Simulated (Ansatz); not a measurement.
A made-up structure of CH₂AlO (charge -1), singlet:

```tsv
atom	x (Å)	y (Å)	z (Å)
C1	1.1999	0.6385	0.2985
O2	-2.1803	-1.0534	0.7922
Al3	-0.5580	-0.1904	0.4449
H4	0.3586	-0.9229	-0.2656
H5	0.8115	1.0039	-0.6176
```

It is relaxed with PBE-D4/def2-SVPD and then PBE0-D4/def2-TZVPD (Ansatz 0.2.0). Atoms count as bonded within 1.22 times the sum of their covalent radii (H–H: 0.88 Å). The end point is not checked to be a true minimum.

Q: Does its bonding change? (A judgement: the text doesn't fix the answer.)

A: The calculation gives: Yes. Formed: C1–H4; broken: Al3–H4.

Where it ends: The first stage lowers the energy by 3.83 eV in 10 steps. It ends as CH₂AlO ([CH2][Al][O]), total charge -1:
```xyz
5
angstrom
C 0.6528 0.1162 -0.1743
O -2.4108 -0.8156 1.1157
Al -0.9656 -0.3761 0.5061
H 1.4577 -0.5923 -0.3593
H 0.8975 1.1437 -0.4358
```

Labels in which every atom is bracketed show which atoms are joined, not bond orders.

For scale, one of the runs: PBE0-D4/def2-TZVPD relaxation, 138 basis functions, launched by `ansatz run in.yaml --threads 2 --pin off --events-out ev --progress --plain --max-ram 4352MiB`. Hardware: 2 CPU threads of an Arm Neoverse V1, shared host. Wall time about 23 s.
